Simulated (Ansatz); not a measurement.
# Smallest direct gap on the k points sampled of zinc-blende GaAs at several levels of theory

No measured value is used here.

Task: Put these levels in order of the smallest direct gap on the k points sampled that they give for zinc-blende GaAs, smallest first: Hartree–Fock (Ansatz, a first-principles code), LDA (Ansatz), PBE (Ansatz), r²SCAN+SOC (Ansatz).

Result: LDA (0.29 eV), PBE (0.52 eV), r²SCAN+SOC (0.91 eV), Hartree–Fock (7.43 eV)

At these levels the smallest gap is indirect and lower: Hartree–Fock 7.09 eV. Computed values are for a static lattice. Spin–orbit coupling is included only where a level's name says +SOC; with heavier elements it mostly lowers gaps and can invert bands.  Values are at the measured cell. Cutoffs and k meshes differ between the levels. Ansatz's density-functional and Hartree–Fock values are scalar-relativistic unless marked +SOC, with PAW data made under PBE.
